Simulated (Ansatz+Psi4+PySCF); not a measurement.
Values are calculated unless marked as measured or tabulated.
## Psi4 1.11 run

```
molecule {
0 1
C 0.000000 0.000000 0.001310
F 0.000000 1.030520 0.792540
F 0.000000 -1.030520 0.792540
}

set basis cc-pVTZ
set reference rhf
set scf_type pk
energy('scf')
```

The input is written out from the run's settings.

The run gave:

| Property | Result |
| --- | --- |
| Converged | yes |
| Total energy | -236.75472 hartree |
| Spin squared of the determinant | 0.000 |
| Occupied orbitals by symmetry in an Abelian subgroup (alpha; beta) | 6 A1 1 A2 1 B1 4 B2; 6 A1 1 A2 1 B1 4 B2 |

Caution: unrestricted orbitals would lower the determinant.
